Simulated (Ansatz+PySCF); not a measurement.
Results of a calculation; reference values are marked as such.
Input for Ansatz (development build ahead of 0.2.0):

```yaml
crystal:
  periodic: [false, false, false]
  atoms:
    - { symbol: B, position_ang: [0.0, 0.0, -1.53438] }
    - { symbol: B, position_ang: [0.0, 0.0, 1.53438] }
basis:
  gaussian: { orbitals: "6-31G" }
magnetization:
  spin_polarized: true
  initial_magnetization: 2
hamiltonian:
  xc: pbe0
```

The input is written out in the form of the current development build from the run's settings.

Results

```yaml
Converged: yes
Total_energy: -49.23424 hartree
Spin_squared_of_the_determinant: 2.007
```
